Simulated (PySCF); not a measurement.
# Dipole moment and polarisability across levels of theory

Compound: CH6Si.
Cartesian coordinates in Å at the PBE0-D3(BJ)/def2-SVP level; atoms count from 1:
```xyz
8
CH6Si angstrom
C     -0.9624   -0.1429    0.0077
Si     0.8986    0.1136   -0.0402
H     -1.4349    0.5500    0.7206
H     -1.2046   -1.1707    0.3188
H     -1.4108    0.0291   -0.9826
H      1.2345    1.5106   -0.4567
H      1.5383   -0.8292   -1.0099
H      1.4976   -0.1273    1.3095
```

PySCF, dipoles from the SCF density, polarisabilities from static response with core orbitals frozen. Geometry: PBE0-D3(BJ)/def2-SVP; no solvent, vibrations or thermal averaging.

Problem. How do dipole and polarisability depend on functional and basis here?

Solution. 

```
              level  μ (D)  error (%)  α (Å³)  anisotropy (Å³)
BHandHLYP/def2-SVPD  0.749       +1.9    6.23             0.94
CAM-B3LYP/def2-SVPD  0.755       +2.7    6.38             0.97
  wB97X-D/def2-SVPD  0.783       +6.5    6.38             0.98
  LC-wPBE/def2-SVPD  0.776       +5.5    6.24             0.91
        PBE0/6-31G*  0.846      +15.2    4.94             0.63
       PBE0/6-31+G*  0.805       +9.6    5.50             0.83
      PBE0/def2-SVP  0.802       +9.2    5.47             0.59
   PBE0/aug-cc-pVDZ  0.798       +8.6    6.55             1.07
     PBE0/def2-TZVP  0.828      +12.7    6.10             0.92
    PBE0/def2-TZVPD  0.815      +10.9    6.51             1.07
   PBE0/aug-cc-pVTZ  0.810      +10.1    6.55             1.07
```

Reference dipole: 0.735 D (measured, gas; NIST CCCBDB Release 22 (SRD 101), experimental dipoles). The anisotropy is √(½[(α1 − α2)² + (α2 − α3)² + (α3 − α1)²]). For the dipole, the smallest error is 1.9% (BHandHLYP/def2-SVPD) and the largest 15.2% (PBE0/6-31G*). The dipole runs from 0.75 D (BHandHLYP/def2-SVPD) to 0.85 D (PBE0/6-31G*). No reference polarisability is at hand; against PBE0 in the largest diffuse basis at hand (aug-cc-pVTZ) the other PBE0 rows deviate by 6-31G* -25%, 6-31+G* -16%, def2-SVP -17%, aug-cc-pVDZ 0%, def2-TZVP -7%, def2-TZVPD -1%. In one basis (def2-SVPD) the functionals order the polarisability from BHandHLYP (lowest) to wB97X-D (highest), a spread of 2%. With PBE0 the polarisability is 5.50 Å³ without diffuse functions (mean of 6-31G*, def2-SVP and def2-TZVP) and 6.28 Å³ with them (mean of 6-31+G*, aug-cc-pVDZ, def2-TZVPD and aug-cc-pVTZ). Measured values can belong to vibrating molecules and may average over conformers; the computed ones are for one fixed geometry.
